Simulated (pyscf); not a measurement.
H₂C=CH–SiH₃ + methyl (CH₃•) → H₃C–CH₂–CH•–SiH₃, an addition (doublet surface; none broken, C–C formed). Single points on ωB97X-D3(BJ)/def2-SVP structures (PySCF, gas phase). Energies in kJ/mol from the separated reactants.

Small-basis levels: PySCF, no dispersion term, spherical d functions. AM1 to PM7: differences of heats of formation from MOPAC. GFN2-xTB: tblite. Open shells are spin-unrestricted. 

```tsv
level	barrier	reaction energy
HF/3-21G	24.4	-104.4
HF/6-31G*	34.5	-110.9
MP2/6-31G*	53.3	-128.4
BP86/6-31G*	4.0	-136.0
PBE/6-31G*	-1.3	-147.6
M06-2X/6-31G*	12.3	-147.9
B3LYP/6-311+G**	22.0	-109.3
GFN2-xTB	-13.5	-191.4
PM6	19.6	-140.0
ωB97M-D3(BJ)/def2-TZVP	17.7	-128.8
```

Against the last row the barrier runs from -31.2 (GFN2-xTB) to +35.5 kJ/mol (MP2/6-31G*). At PBE/6-31G*, GFN2-xTB this geometry lies under one side, so the entry may be no barrier of that level: it is a single point on another level's saddle. ωB97M-D3(BJ)/def2-TZVP has limits of its own. H₃C–CH₂–CH•–SiH₃ lies 114.7 kJ/mol over its isomer H₃C–Si•(CH₃)–CH₃ (electronic energy, ωB97M-D3(BJ)). This is the saddle that the search found; another between the same sides may lie lower.
